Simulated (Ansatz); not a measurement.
For tetradymite Bi₂Se₃, rVV10 in Ansatz (plane waves, PAW) gives:

* **equilibrium lattice constant a**: 4.232 Å
* **lattice parameter c**: 28.990 Å

Task: What does PBE0-D4 (plane waves, PAW; Ansatz, a first-principles code) give for the same quantities?

Result: 
- lattice constant a: 4.103 Å (falls by 3.0 %)
- lattice parameter c: 28.618 Å (falls by 1.3 %)

For comparison: lattice constant a 4.143 Å (measured, temperature not stated, no zero-point or thermal correction; as tabulated in Luo et al. (2012), arXiv:1308.1523); lattice parameter c 28.636 Å (measured, temperature not stated, no zero-point or thermal correction; as tabulated in Luo et al. (2012), arXiv:1308.1523).

Changes are worked out from the printed values.

Unless a cell is named, each level is at its own relaxed cell (rVV10 29.98, PBE0-D4 27.81 Å³/atom).

Levels without +SOC leave out spin–orbit coupling, which shifts energies and cells of such heavy elements.

Caveats: exact exchange on metals is sensitive to the k mesh and can open a false gap (PBE0-D4). Ansatz's density-functional and Hartree–Fock values are scalar-relativistic unless marked +SOC, with PAW data made under PBE.
